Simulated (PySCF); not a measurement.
One molecule, one basis, several functionals.

C₅H₅F.
Cartesian coordinates in Å at the PBE0-D3(BJ)/def2-SVP level; atoms count from 1:
```
atom  x, y, z in Å
C1     3.0236    0.4746    0.2059
C2     1.8384    0.3171    0.4094
C3     0.4469    0.1319    0.6535
F4     0.0938    0.2470    1.9421
C5    -0.4733   -0.1354   -0.2834
C6    -1.9234   -0.3256   -0.0127
H7     4.0734    0.6129    0.0226
H8    -0.1079   -0.2142   -1.3104
H9    -2.2552   -1.3265   -0.3354
H10   -2.1509   -0.2120    1.0550
H11   -2.5271    0.4038   -0.5778
```

PySCF, pcSseg-2 basis, density fitting, gas phase, PBE0-D3(BJ)/def2-SVP geometry. One functional is left out:

```tsv
functional	exact exchange (%)	HOMO energy (eV)	LUMO energy (eV)	dipole moment (D)
B97-D	0	-5.80	-1.68	1.489
BLYP	0	-5.72	-1.64	1.499
BP86	0	-5.95	-1.85	1.488
LDA	0	-6.04	-1.99	1.568
OPBE	0	-5.83	-1.68	1.438
PBE	0	-5.86	-1.77	1.482
B3LYP	20	-6.75	-1.09	1.603
B97-2	21	-6.70	-0.91	1.583
PBE0	25	-6.95	-0.87	1.600
BHandHLYP	50	-7.89	0.16	1.729
```

Q: Predict the row of mPW1PW91 (25 % exact exchange) by straight lines through the other rows, and check it.

A: 
| property | line | computed | computed − line | PBE0 (25 %), for comparison |
| --- | --- | --- | --- | --- |
| HOMO energy (eV) | -6.90 | -6.96 | -0.06 | -6.95 |
| LUMO energy (eV) | -0.82 | -0.89 | -0.07 | -0.87 |
| dipole moment (D) | 1.610 | 1.604 | -0.006 | 1.600 |

Q: Which of these properties follows the share of exact exchange most closely, and which least?

A: Most closely the HOMO energy, least the dipole moment; the correlations over the tabulated rows are HOMO energy -0.992, LUMO energy 0.987, dipole moment 0.927. The HOMO energy moves by -0.410 eV for every 10 %. Functionals with the same share still differ in their other parts: at 0 % BLYP and LDA differ by 0.32 eV in it.
